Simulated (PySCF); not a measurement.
# BH2(CH2SiH3) (SMILES [H]B([H])C[SiH3])

Cartesian coordinates in Å; atom numbers follow the order of the lines, from 1:
```xyz
10

B     0.7206    1.2013   -0.6529
H     1.8855    1.2115   -0.5310
H     0.1344    2.2149   -0.6187
C    -0.0377   -0.1348   -0.8000
Si   -0.4741   -0.7444    0.9649
H    -0.9822   -0.0561   -1.3373
H     0.5453   -0.9311   -1.2616
H     0.7372   -0.9682    1.7570
H    -1.3325    0.2207    1.6555
H    -1.1965   -2.0139    0.8241
```

Computed, not measured: GIAO PBE/def2-SVP magnetisability, rotational g tensor and spin-rotation constants, non-relativistic, gas phase (PySCF 2.14.0). Geometry: GFN2-xTB.

(1) What are the magnetisability and the molar susceptibility?

(2) Split it along the inertial axes a, b, c into diamagnetic and paramagnetic parts about the centre of mass, with the quadrupole moment.

(3) And the rotational g tensor?

Answers

(1) Isotropic -622 × 10⁻³⁰ J/T², or -37.5 × 10⁻⁶ cm³/mol; principal values -801, -536, -529 × 10⁻³⁰ J/T², anisotropy 269 × 10⁻³⁰ J/T² (root of half the summed squared differences of the principal values). The susceptibility is in cgs units.

(2) 
```
axis  χ (10⁻⁶ cm³/mol)  diamagnetic (10⁻⁶ cm³/mol)  paramagnetic (10⁻⁶ cm³/mol)  summed x² of all electrons (Å²)  quadrupole Θ (D Å)
   a             -40.6                      -130.0                         89.4                             56.9               -1.69
   b             -39.9                      -295.1                        255.1                             18.0               +1.29
   c             -31.8                      -317.9                        286.0                             12.6               +0.40
```
Anisotropies 2χaa − χbb − χcc = -9.4 and 2χbb − χaa − χcc = -7.5 × 10⁻⁶ cm³/mol. Θ is traceless in Buckingham's convention.

(3) 
| axis | rotational constant (GHz) | g | nuclear part | electronic part |
| --- | --- | --- | --- | --- |
| a | 22.1957 | -0.1185 | 0.8132 | -0.9317 |
| b | 5.4176 | -0.0351 | 0.6143 | -0.6494 |
| c | 4.9037 | -0.0492 | 0.6097 | -0.6589 |

Asymmetric top; isotopes 11B, 12C, 1H, 28Si; no vibrational averaging.
